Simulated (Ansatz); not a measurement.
Si–N–SiH, singlet: the ladder up to RCCSDT(Q)

Geometry: displaced at random from a stationary point.

```
atom    x (Å)    y (Å)    z (Å)
  Si  -0.0176  -0.0015   1.6749
   N  -0.0185   0.0586   0.0884
  Si   0.0295  -0.0764  -1.6480
   H  -0.0733   1.3548  -1.9786
```

Basis cc-pVDZ; Ansatz 0.2.0. Correlated methods freeze the noble-gas cores, which leaves 14 electrons in 44 orbitals. R marks a restricted (for open shells ROHF) determinant, U an unrestricted one. Active spaces: frontier = (8e, 8o) about the gap.

Full CI isn't at hand for all of this; RCCSDT(Q) serves as the reference, and is uncertain by the last step of the cluster series or more. The frozen core follows each run's orbitals, which can shift R against U totals by a few meV.

Unrestricted rows (U) aren't spin-pure: their determinants' ⟨S²⟩ exceeds S(S+1) by up to 0.24, so they mix in states of higher spin.

```
UHF ⟨S²⟩                          : 0.245
T1 diagnostic (RCCSD)             : 0.0238
largest doubles amplitude (RCCSD) : 0.063
```

Problem. From what is known of these methods and the diagnostics, rank them by the size of their error in total energy against RCCSDT(Q) in cc-pVDZ, smallest first (an estimate: the text doesn't fix the numbers).
A. UCCSDT(Q)
B. RCCSD
C. MRCISD+Q (frontier space)
D. UHF
E. RCCSDT

Solution. A (0.00 kcal/mol), E (1.22 kcal/mol), C (3.01 kcal/mol), B (11.94 kcal/mol), D (232.25 kcal/mol).

All errors are against RCCSDT(Q) in cc-pVDZ. Below it: UCCSDT(Q). Within each family the higher level lies nearer, as is usual though not guaranteed.
